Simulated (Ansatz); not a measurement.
Input file:

```yaml
crystal:
  periodic: [false, false, false]
  atoms:
    - {symbol: W, position_ang: [0.000000, 0.000000, 0.000000]}
    - {symbol: H, position_ang: [0.000000, 0.000000, 3.835000]}
basis:
  gaussian: {orbitals: def2-TZVP}
total_charge: 1
magnetization: {spin_polarized: false, initial_magnetization: 6}
correlation: {method: fci, electrons: outside_noble_gas}
```

```sh
$ ansatz run in.yaml --threads 1 --pin off --events-out ev --progress --plain --max-ram 2393MiB
```

Log:

```
655 factors; integrals over basis functions are off by at most 1.8e-7 eV
mean field evaluation 1: about -1805.0330 eV, gradient 2.2e1 eV
mean field evaluation 2: about -1805.0406 eV, gradient 2.2e1 eV
mean field evaluation 4: about -1811.8045 eV, gradient 7.0e0 eV
mean field evaluation 8: about -1812.1818 eV, gradient 5.8e-1 eV
mean field evaluation 16: about -1812.1827 eV, gradient 5.8e-1 eV
mean field evaluation 32: about -1812.1903 eV, gradient 1.5e-1 eV
mean field evaluation 64: about -1812.1922 eV, gradient 4.8e-2 eV
mean field evaluation 96: about -1812.1834 eV, gradient 2.2e-5 eV
mean field evaluation 128: about -1812.1922 eV, gradient 1.1e-2 eV
mean field evaluation 160: about -1812.1912 eV, gradient 1.6e-2 eV
mean field evaluation 192: about -1812.1837 eV, gradient 4.0e-3 eV
mean field evaluation 224: about -1811.7490 eV, gradient 1.1e0 eV
mean field evaluation 256: about -1812.1834 eV, gradient 3.3e-3 eV
mean field evaluation 288: about -1812.1895 eV, gradient 1.2e-1 eV
mean field evaluation 320: about -1812.1846 eV, gradient 1.1e-1 eV
mean field -1812.19221249 eV, -66.5968354610 hartree, gradient 2.3e-6 eV, S^2 12.000000; 19 other end points of the search recorded, 0 dependent functions left out
mean field evaluation 352: about -1812.3254 eV, gradient 1.5e-2 eV
mean field evaluation 384: about -1812.3139 eV, gradient 3.3e-1 eV
mean field evaluation 416: about -1812.3235 eV, gradient 1.8e-1 eV
mean field evaluation 448: about -1812.3148 eV, gradient 1.5e-1 eV
mean field evaluation 480: about -1808.0672 eV, gradient 5.1e0 eV
mean field evaluation 512: about -1812.1818 eV, gradient 6.2e0 eV
determinant -1812.19221249 eV, -66.5968354610 hartree, with singles and doubles -1813.42073520 eV, -66.6419828379 hartree
determinant -1812.19193379 eV, -66.5968252190 hartree, with singles and doubles -1813.42152501 eV, -66.6420118630 hartree
determinant -1812.18371520 eV, -66.5965231912 hartree, with singles and doubles -1813.41038685 eV, -66.6416025432 hartree
determinant -1812.18340738 eV, -66.5965118791 hartree, with singles and doubles -1813.41002773 eV, -66.6415893456 hartree
determinant -1812.19221249 eV, -66.5968354610 hartree, with singles and doubles -1813.42168114 eV, -66.6420176004 hartree
determinant -1812.19193379 eV, -66.5968252190 hartree, with singles and doubles -1813.42239973 eV, -66.6420440083 hartree
determinant -1812.18371520 eV, -66.5965231912 hartree, with singles and doubles -1813.41088262 eV, -66.6416207623 hartree
determinant -1812.18340738 eV, -66.5965118791 hartree, with singles and doubles -1813.41051871 eV, -66.6416073889 hartree
4 core orbitals not correlated: weight in the atoms' cores, before any rotation towards them, 1.000 or more for the frozen orbitals, at most 0.000 for the correlated occupied ones
reference -1812.19221249 eV, -66.5968354610 hartree; 6, 0 occupied and 36, 42 virtual orbitals, 655 factors
Error: with vectors over 1315038 determinants and the model space of their search the run needs 4.45 GiB of the host's memory, and 2.33 GiB are given
refused for memory
```

The run gave no result to rely on (out of memory).

Ran on 1 thread of Arm Neoverse N1, shared host: 11 s wall, 0.36 GiB peak host memory.
